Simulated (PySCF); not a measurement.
# Structure elucidation problem

The spectra below were simulated for a compound C₃H₂O.

1H NMR (600 MHz, computed): δ 9.50 (d, J = 1.0 Hz, 1H), 3.10 (d, J = 1.0 Hz, 1H).

13C{1H} NMR (computed): δ 181.1 (CH), 92.1 (CH), 84.8 (C).

- NMR shieldings at PBE0/pcSseg-1/GIAO
- J: B3LYP/pcJ-1
- structure optimised with GFN2-xTB
- program: PySCF
- a single conformation, non-relativistic Hamiltonian, no solvent

Scale: TMS for 1H (31.72 ppm), 13C (186.93 ppm) (reference shieldings calculated alike).

Q: Deduce the structure.

A: 
The formula gives 3 degrees of unsaturation (no ring in the answer). 3 carbon signals for 3 carbons: no two carbons are equivalent. Carbon types of the structure: 1 × C, 2 × CH, which accounts for all hydrogens. δC 181.1: aldehyde carbonyl carbon; low-lying n→π* states of the double bond to the heteroatom give a large paramagnetic term (-240 ppm). δC 92.1: terminal alkyne carbon; sp carbons lie upfield of alkene carbons because the cylindrical π system leaves one tensor component strongly shielded. δC 84.8: alkyne carbon; sp carbons lie upfield of alkene carbons because the cylindrical π system leaves one tensor component strongly shielded. δH 9.50: hydrogen on an aldehyde carbonyl carbon; deshielded by the polar, anisotropic C=O bond. δH 3.10: hydrogen on a terminal alkyne carbon; it lies on the axis of the triple bond, in its shielding cone.

These data were computed for `C#CC=O`.

Multiplet labels drop couplings under 1 Hz and merge nearly equal ones. Shifts are as computed. Against solution values, carbons near 30 ppm lie about +3 ppm off and those near 130 ppm about +5 ppm. Of 1211 compounds with measured shifts, 218 miss one by over three times the rms of a fit or turn the order of signals round; such compounds aren't used in these exercises.
